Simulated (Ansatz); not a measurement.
**SiHCl (triplet): the correlation ladder at distance Cl1–H2 along a hydrogen transfer = 1.560 Å, cc-pVTZ**

Aim: climb from Hartree-Fock through coupled cluster and multireference methods for SiHCl (triplet) at one geometry and basis, and see what each rung misses.

The runs use Ansatz 0.2.0, Gaussian basis; cc-pVTZ, core rule «outside noble gas», up to 10 orbitals frozen.

The runs, in order: UHF; CCSD(T) on ROHF; CCSD(T) on UHF; BCCD(T) on ROHF; CCSDT(Q) on ROHF; CCSDT(Q) on UHF; CASSCF and MRCISD+Q, 4 electrons in 4 orbitals; CASSCF and NEVPT2, 4 electrons in 4 orbitals; CASSCF and MRCISD+Q, 12 electrons in 9 orbitals; CASSCF and NEVPT2, 12 electrons in 9 orbitals.

### Step 1. The geometry

The geometry derives from fragments relaxed apart (PBE0/def2-TZVP) and kept rigid, so it is no stationary point. A hydrogen atom is moved between rigid fragments.

3 atoms, charge 0, spin multiplicity 3.

Atoms are counted from 1 here; the program's logs count them from 0.

Bond lengths: Cl1–H2 1.560 Å, H2–Si3 1.552 Å. Angles: Cl1–H2–Si3 180.0°.

### Step 2. UHF

Input file in.yaml:

```yaml
crystal:
  periodic: [false, false, false]
  atoms:
    - {symbol: Cl, position_ang: [0.000000, 0.000000, -1.557333]}
    - {symbol: H, position_ang: [0.000000, 0.000000, 0.002667]}
    - {symbol: Si, position_ang: [0.000000, 0.000000, 1.554667]}
basis:
  gaussian: {orbitals: cc-pVTZ}
magnetization: {spin_polarized: true, initial_magnetization: 2}
hamiltonian: {xc: hf}
output: {orbitals: {seedname: orbitals}}
```

Run with:

```bash
> ansatz run in.yaml --threads 1 --pin off --events-out ev --progress --plain --max-ram 2816MiB --backend cpu
```

After this run come: CCSD(T) on ROHF; CCSD(T) on UHF; BCCD(T) on ROHF; CCSDT(Q) on ROHF; CCSDT(Q) on UHF; CASSCF and MRCISD+Q, 4 electrons in 4 orbitals; CASSCF and NEVPT2, 4 electrons in 4 orbitals; CASSCF and MRCISD+Q, 12 electrons in 9 orbitals; CASSCF and NEVPT2, 12 electrons in 9 orbitals.

Q: Predict the results of all the runs planned. Wanted: UCCSDT(Q) below the RHF energy; RMP2 from UCCSDT(Q); UMP2 from UCCSDT(Q); RCCSD from UCCSDT(Q); RCCSD(T) from UCCSDT(Q); UCCSD(T) from UCCSDT(Q); RCCSDT(Q) from UCCSDT(Q); MRCISD+Q pair from UCCSDT(Q); NEVPT2 valence from UCCSDT(Q).

**Answer**, as computed:

```
                         quantity                      value
   UCCSDT(Q) below the RHF energy                 -9.0940 eV
              RMP2 from UCCSDT(Q)                +1325.6 meV
              UMP2 from UCCSDT(Q)                +1416.9 meV
             RCCSD from UCCSDT(Q)                 +421.1 meV
          RCCSD(T) from UCCSDT(Q)                  +56.3 meV
          UCCSD(T) from UCCSDT(Q)                  +58.9 meV
         RCCSDT(Q) from UCCSDT(Q)                   +2.1 meV
     MRCISD+Q pair from UCCSDT(Q)                 +204.3 meV
    NEVPT2 valence from UCCSDT(Q)                +1869.7 meV
  MRCISD+Q valence from UCCSDT(Q)                 +186.3 meV
levels within 1 kcal/mol (43 meV)  RCCSDT, UCCSDT, RCCSDT(Q)
                    T1 diagnostic                      0.021
   effectively unpaired electrons                       2.03
```

What this shows: RCCSD(T) misses by +56.3 meV, 0.6 % of the correlation energy. One determinant dominates. Of the multireference levels listed MRCISD+Q valence comes nearest in total energy (+186.3 meV), which doesn't show that its space is the better one. These misses are within one basis, not against nature; the frozen cores of restricted and unrestricted runs differ, which can shift their rows.
